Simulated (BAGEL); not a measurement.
# C2H6Si (vinylsilane): a chain of runs

Wanted: a single-point energy (HF/cc-pVDZ), then the energy (NEVPT2(2,2)/cc-pVDZ), then a single-point energy (CASPT2(2,2)/cc-pVDZ) of C2H6Si (vinylsilane). 

The results are computed with BAGEL 1.2.2.

2 further runs of the same task are left out: 2 set aside as unsound or not needed.

### Step 1. The structure to begin with

C2H6Si has 9 atoms, charge 0, and is taken as a singlet. As SMILES, `C=C[SiH3]`. The C1–H5 distance was set to 1.467 Å, away from the relaxed value.

Bond lengths: C1–C2 1.330 Å, C2–Si3 1.859 Å, C1–H4 1.087 Å, C2–H6 1.089 Å, Si3–H7 1.488 Å, Si3–H8 1.487 Å, Si3–H9 1.488 Å. Angles: C1–C2–Si3 123.1°, C1–C2–H6 118.1°, Si3–C2–H6 118.8°, C2–C1–H4 121.7°, C2–Si3–H7 110.8°, C2–Si3–H8 109.0°, C2–Si3–H9 110.8°, H7–Si3–H8 109.3°, H7–Si3–H9 107.5°, H8–Si3–H9 109.3°. A long bond or contact: C1–H5 1.467 Å.

### Step 2. The energy at HF/cc-pVDZ (density fitting with svp-jkfit) (run 1)

Contents of calc.json:

```json
{ "bagel": [

{
  "title": "molecule",
  "basis": "cc-pvdz.json",
  "df_basis": "svp-jkfit",
  "angstrom": true,
  "geometry": [
    { "atom": "C", "xyz": [   -0.586664,    0.531297,   -0.931693 ] },
    { "atom": "C", "xyz": [    0.055736,    0.373597,    0.222207 ] },
    { "atom": "Si", "xyz": [    0.687636,   -1.270903,    0.816707 ] },
    { "atom": "H", "xyz": [   -0.778664,   -0.305903,   -1.597293 ] },
    { "atom": "H", "xyz": [   -1.076700,    1.838600,   -1.381500 ] },
    { "atom": "H", "xyz": [    0.216436,    1.253097,    0.844207 ] },
    { "atom": "H", "xyz": [    2.162836,   -1.232803,    1.010407 ] },
    { "atom": "H", "xyz": [    0.350436,   -2.311303,   -0.190693 ] },
    { "atom": "H", "xyz": [    0.073836,   -1.633203,    2.123307 ] }
  ]
},
{
  "title": "hf",
  "charge": 0
},
{
  "title": "print",
  "file": "orbitals.molden",
  "orbitals": true
}

]}
```

The basis set cc-pVDZ is read from a file made from the Basis Set Exchange's data (not shown).

Command:

```console
$ BAGEL_NUM_THREADS=1 BAGEL calc.json > calc.out
```

Standard output:

```text
* using 1 threads per process

  ===============================================================
  ===============================================================

  *** Geometry ***

  { "atom" : "C", "xyz" : [     -1.108634,      1.004006,     -1.760645 ] },
  { "atom" : "C", "xyz" : [      0.105326,      0.705996,      0.419910 ] },
  { "atom" : "Si", "xyz" : [      1.299444,     -2.401659,      1.543353 ] },
  { "atom" : "H", "xyz" : [     -1.471462,     -0.578073,     -3.018446 ] },
  { "atom" : "H", "xyz" : [     -2.034668,      3.474450,     -2.610657 ] },
  { "atom" : "H", "xyz" : [      0.409005,      2.368010,      1.595320 ] },
  { "atom" : "H", "xyz" : [      4.087168,     -2.329660,      1.909393 ] },
  { "atom" : "H", "xyz" : [      0.662228,     -4.367730,     -0.360358 ] },
  { "atom" : "H", "xyz" : [      0.139530,     -3.086306,      4.012469 ] },

  Number of auxiliary basis functions:      386

  Since a DF basis is specified, we compute 2- and 3-index integrals:
    o Being stored without compression. Storage requirement is 0.018 GB

  Number of basis functions:       76
  Number of electrons      :       32

    * METHOD: MOLECULE                             0.14

  *** RHF ***

  === Nuclear Repulsion ===
    97.1071351798

      * DIIS with orbital gradients will be used.

  === RHF iteration (cc-pvdz.json) ===
      0       -367.97626153          0.01334684           0.03
      1       -368.06492662          0.00575120           0.03
      2       -368.07923667          0.00166818           0.03
      3       -368.08079839          0.00034326           0.03
      4       -368.08085406          0.00009928           0.03
      5       -368.08086361          0.00003865           0.03
      6       -368.08086517          0.00001362           0.03
      7       -368.08086538          0.00000417           0.03
      8       -368.08086540          0.00000086           0.03
      9       -368.08086540          0.00000023           0.03
     10       -368.08086540          0.00000009           0.03
     11       -368.08086540          0.00000002           0.03
     12       -368.08086540          0.00000001           0.03
    * SCF iteration converged.

    * Permanent dipole moment:
           (    0.056118,    -0.111450,     0.065288) a.u.

    * METHOD: HF                                   0.49

    * METHOD: PRINT                                0.02

  ===============================================================
```

Wall time 0.76 s (1 thread of Arm Neoverse V1, shared host); peak memory 0.15 GiB.

### Step 3. A single-point energy at NEVPT2(2,2)/cc-pVDZ (density fitting with svp-jkfit) (run 2)

Contents of input.json:

```json
{ "bagel" : [

{
  "title" : "molecule",
  "basis" : "cc-pvdz.json",
  "df_basis" : "svp-jkfit",
  "angstrom" : true,
  "geometry" : [
    { "atom" : "C", "xyz" : [   -0.586664,    0.531297,   -0.931693 ] },
    { "atom" : "C", "xyz" : [    0.055736,    0.373597,    0.222207 ] },
    { "atom" : "Si", "xyz" : [    0.687636,   -1.270903,    0.816707 ] },
    { "atom" : "H", "xyz" : [   -0.778664,   -0.305903,   -1.597293 ] },
    { "atom" : "H", "xyz" : [   -1.076700,    1.838600,   -1.381500 ] },
    { "atom" : "H", "xyz" : [    0.216436,    1.253097,    0.844207 ] },
    { "atom" : "H", "xyz" : [    2.162836,   -1.232803,    1.010407 ] },
    { "atom" : "H", "xyz" : [    0.350436,   -2.311303,   -0.190693 ] },
    { "atom" : "H", "xyz" : [    0.073836,   -1.633203,    2.123307 ] }
  ]
},
{
  "title" : "hf",
  "charge" : 0
},
{
  "title" : "casscf",
  "nstate" : 1,
  "nact" : 2,
  "nclosed" : 15,
  "charge" : 0,
  "nspin" : 0,
  "active" : [12, 18],
  "maxiter" : 200,
  "natocc" : true
},
{
  "title" : "nevpt2",
  "nstate" : 1,
  "nact" : 2,
  "nclosed" : 15,
  "charge" : 0,
  "nspin" : 0,
  "active" : [12, 18],
  "maxiter" : 200,
  "natocc" : true,
  "ncore" : 7
},
{
  "title" : "print",
  "file" : "orbitals.molden",
  "orbitals" : true
}

]}
```

The basis set cc-pVDZ is read from a file made from the Basis Set Exchange's data (not shown).

Command:

```console
$ BAGEL_NUM_THREADS=1 BAGEL input.json > input.out
```

Standard output:

```text
* using 1 threads per process

  ===============================================================
  ===============================================================

  *** Geometry ***

  { "atom" : "C", "xyz" : [     -1.108634,      1.004006,     -1.760645 ] },
  { "atom" : "C", "xyz" : [      0.105326,      0.705996,      0.419910 ] },
  { "atom" : "Si", "xyz" : [      1.299444,     -2.401659,      1.543353 ] },
[... 5 lines of this table left out ...]
  { "atom" : "H", "xyz" : [      0.139530,     -3.086306,      4.012469 ] },

  Number of auxiliary basis functions:      386

  Since a DF basis is specified, we compute 2- and 3-index integrals:
    o Being stored without compression. Storage requirement is 0.018 GB

  Number of basis functions:       76
  Number of electrons      :       32

    * METHOD: MOLECULE                             0.14

  *** RHF ***

  === Nuclear Repulsion ===
    97.1071351798

      * DIIS with orbital gradients will be used.

  === RHF iteration (cc-pvdz.json) ===
      0       -367.97626153          0.01334684           0.03
      1       -368.06492662          0.00575120           0.03
      2       -368.07923667          0.00166818           0.03
[... 9 lines of this table left out ...]
     12       -368.08086540          0.00000001           0.03
    * SCF iteration converged.

    * Permanent dipole moment:
           (    0.056118,    -0.111450,     0.065288) a.u.

    * METHOD: HF                                   0.49

  ---------------------------
      CASSCF calculation
  ---------------------------

    ==== Active orbitals : =====
         Orbital 12
         Orbital 18
    ============================

    * nstate   :      1
    * nclosed  :     15
    * nact     :      2
    * nvirt    :     59
  === CASSCF iteration (cc-pvdz.json) ===

    * Using the second-order algorithm

      0  0      -368.08150337     1.67e-04      0.01

      1  0      -368.09933208     1.88e-03      0.14
[... 15 lines of this table left out ...]
      9  0      -368.10833599     5.96e-09      0.14

    * Second-order optimization converged. *

     guess   0:   closed 1.                   open ..

  === FCI iteration ===

      0  0      -368.08010140     8.42e-02      0.00
      1  0      -368.10833461     4.79e-04      0.00
      2  0 *    -368.10833599     1.40e-16      0.00

     * ci vector, state   0, <S^2> = 0.0000
       2.     0.9862224260
       .2    -0.1654246851

    * METHOD: CASSCF                               1.49

    * freezing 7 orbitals

  === DF-NEVPT2 calculation ===

    * 3-index integral transformation done
    * assembly done

      NEVPT2 correlation energy:   -0.3547797181      0.11

          (+0)     -0.3022661215
          (+0)'    -0.0148993200
          (+1)     -0.0069393392
          (+1)'    -0.0000000000
          (+2)     -0.0002473818
          (-1)     -0.0233514409
          (-1)'     0.0000000000
          (-2)     -0.0070761147

      NEVPT2 total energy:       -368.4631157076

    * METHOD: NEVPT2                               0.17

    * METHOD: PRINT                                0.02

  ===============================================================
```

Run time: 2.5 s. Hardware: 1 thread of Arm Neoverse V1, shared host; peak memory 0.15 GiB.

### Step 4. A single-point energy at CASPT2(2,2)/cc-pVDZ (density fitting with svp-jkfit) (run 3)

Contents of caspt2.json:

```json
{ "bagel" : [

{
  "title" : "molecule",
  "basis" : "cc-pvdz.json",
  "df_basis" : "svp-jkfit",
  "angstrom" : true,
  "geometry" : [
    { "atom" : "C", "xyz" : [      -0.586664,       0.531297,      -0.931693 ] },
    { "atom" : "C", "xyz" : [       0.055736,       0.373597,       0.222207 ] },
    { "atom" : "Si", "xyz" : [       0.687636,      -1.270903,       0.816707 ] },
    { "atom" : "H", "xyz" : [      -0.778664,      -0.305903,      -1.597293 ] },
    { "atom" : "H", "xyz" : [      -1.076700,       1.838600,      -1.381500 ] },
    { "atom" : "H", "xyz" : [       0.216436,       1.253097,       0.844207 ] },
    { "atom" : "H", "xyz" : [       2.162836,      -1.232803,       1.010407 ] },
    { "atom" : "H", "xyz" : [       0.350436,      -2.311303,      -0.190693 ] },
    { "atom" : "H", "xyz" : [       0.073836,      -1.633203,       2.123307 ] }
  ]
},

{ "title" : "hf" },

{ "title" : "casscf", "nstate" : 1, "nact" : 2, "nclosed" : 15, "active" : [12, 18], "maxiter" : 200, "natocc" : true },

{ "title" : "print", "file" : "orbitals.molden", "orbitals" : true },

{ "title" : "smith", "method" : "caspt2", "ms" : true, "xms" : true, "sssr" : true, "shift" : 0.2, "shift_imag" : true, "ncore" : 7 }

]}
```

The basis set cc-pVDZ is read from a file made from the Basis Set Exchange's data (not shown).

Command:

```console
$ BAGEL_NUM_THREADS=1 BAGEL caspt2.json > caspt2.out
```

Standard output:

```text
* using 1 threads per process

  ===============================================================
  ===============================================================

  *** Geometry ***

  { "atom" : "C", "xyz" : [     -1.108634,      1.004006,     -1.760645 ] },
  { "atom" : "C", "xyz" : [      0.105326,      0.705996,      0.419910 ] },
  { "atom" : "Si", "xyz" : [      1.299444,     -2.401659,      1.543353 ] },
[... 5 lines of this table left out ...]
  { "atom" : "H", "xyz" : [      0.139530,     -3.086306,      4.012469 ] },

  Number of auxiliary basis functions:      386

  Since a DF basis is specified, we compute 2- and 3-index integrals:
    o Being stored without compression. Storage requirement is 0.018 GB

  Number of basis functions:       76
  Number of electrons      :       32

    * METHOD: MOLECULE                             0.14

  *** RHF ***

  === Nuclear Repulsion ===
    97.1071351798

      * DIIS with orbital gradients will be used.

[... 6 lines left out ...]
    * SCF iteration converged.
[... 1 line left out ...]
    * Permanent dipole moment:
[... 27 lines left out ...]
    * Second-order optimization converged. *
[... 9 lines left out ...]
     * ci vector, state   0, <S^2> = 0.0000
[... 16 lines left out ...]
    * Zeroth order energy : state  0       -0.9617789482
[... 3 lines left out ...]
      -------------------------------------------  CASPT2 iteration  ---------------------------------------------------
       #      aibj      arbs      arbi      airj      risj      airs      arst      rist         Etot      error   time
      ------------------------------------------------------------------------------------------------------------------

       0  -0.30095  -0.00856  -0.02410  -0.00744  -0.00036  -0.01297  -0.00000  -0.00000   -0.3543885  0.0014952   0.04
       1  -0.30113  -0.00861  -0.02419  -0.00760  -0.00038  -0.01325  -0.00000  -0.00000   -0.3551595  0.0002303   0.04
       2  -0.30115  -0.00861  -0.02418  -0.00760  -0.00038  -0.01326  -0.00000  -0.00000   -0.3551818  0.0000455   0.04
       3  -0.30115  -0.00861  -0.02419  -0.00760  -0.00039  -0.01326  -0.00000  -0.00000   -0.3551825  0.0000095   0.04
       4  -0.30115  -0.00861  -0.02419  -0.00760  -0.00039  -0.01326  -0.00000  -0.00000   -0.3551826  0.0000020   0.04
       5  -0.30115  -0.00861  -0.02419  -0.00760  -0.00039  -0.01326   0.00000   0.00000   -0.3551826  0.0000004   0.04

      ------------------------------------------------------------------------------------------------------------------

    * CASPT2 energy : state  0     -368.4661556248
        w/o shift correction       -368.4635185412
        reference weight              0.8755426338

    * METHOD: SMITH                                0.34

  ===============================================================
```

It took 2.6 s on 1 thread of Arm Neoverse V1, shared host; peak memory 0.15 GiB.

### Step 5. Summary of results

| quantity | value |
| --- | --- |
| run 1, HF/cc-pVDZ: total energy | -368.08087 Eh |
| run 1, HF/cc-pVDZ: dipole moment | 0.36 D |
| run 1, HF/cc-pVDZ: HOMO energy | -10.47 eV |
| run 1, HF/cc-pVDZ: LUMO energy | 3.69 eV |
| run 1, HF/cc-pVDZ: HOMO–LUMO gap | 14.16 eV |
| run 2, NEVPT2(2,2)/cc-pVDZ: total energy | -368.46312 Eh |
| run 3, CASPT2(2,2)/cc-pVDZ: total energy | -368.46616 Eh |
